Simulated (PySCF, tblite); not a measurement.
Isomers of C4H7 (doublet state), one GFN2-xTB conformer each. Single-point energies are computed at B3LYP/pcH-1 (PySCF, gas phase, no added dispersion term), electronic only. GFN2-xTB treats the open shell by occupation alone, and not every SCF solution was tested for stability.

| SMILES | GFN2-xTB relative energy (kJ/mol) |
| --- | --- |
| C[C]1CC1 | 75.1 |
| [CH2]C1CC1 | 47.6 |
| [CH]=C(C)C | 105.4 |
| [CH2]/C=C/C | 0.0 |

Conformers: `[CH2:1][CH:2]1[CH2:3][CH2:4]1` (doublet state) with H–C1–C2–C3 -34° and 146°; `[CH2:1]/[CH:2]=[CH:3]/[CH3:4]` (doublet state) with H–C1–C2–C3 0° and 180°.

Q: What does B3LYP/pcH-1 give for the same structures?

A: 
```
     SMILES  B3LYP/pcH-1 E (Eh)  B3LYP/pcH-1 (kJ/mol)  GFN2-xTB (kJ/mol)  point group
[CH2]/C=C/C          -156.59866                   0.0                0.0           Cs
 [CH2]C1CC1          -156.56264                  94.6               47.6           Cs
 [CH]=C(C)C          -156.55668                 110.2              105.4           Cs
   C[C]1CC1          -156.55360                 118.3               75.1           Cs
```

Both levels put the same isomer lowest; measured from each level's own lowest isomer, the values differ by up to 47.0 kJ/mol ([CH2]C1CC1: 47.6 against 94.6). As drawn, the highest has a three-membered ring, which the lowest lacks. Neighbours under 21 kJ/mol apart ([CH2]C1CC1 and [CH]=C(C)C; [CH]=C(C)C and C[C]1CC1) can change places with a better method, another conformer or zero-point energy.

Q: What happens when harmonic zero-point energies from GFN2-xTB frequencies are added?

A: 
| SMILES | ZPE (kJ/mol) | electronic (kJ/mol) | with ZPE (kJ/mol) |
| --- | --- | --- | --- |
| [CH2]/C=C/C | 243.0 | 0.0 | 0.0 |
| [CH2]C1CC1 | 245.2 | 94.6 | 96.7 |
| [CH]=C(C)C | 242.8 | 110.2 | 109.9 |
| C[C]1CC1 | 245.9 | 118.3 | 121.2 |

The zero-point energies span 3.1 kJ/mol. The order is unchanged.
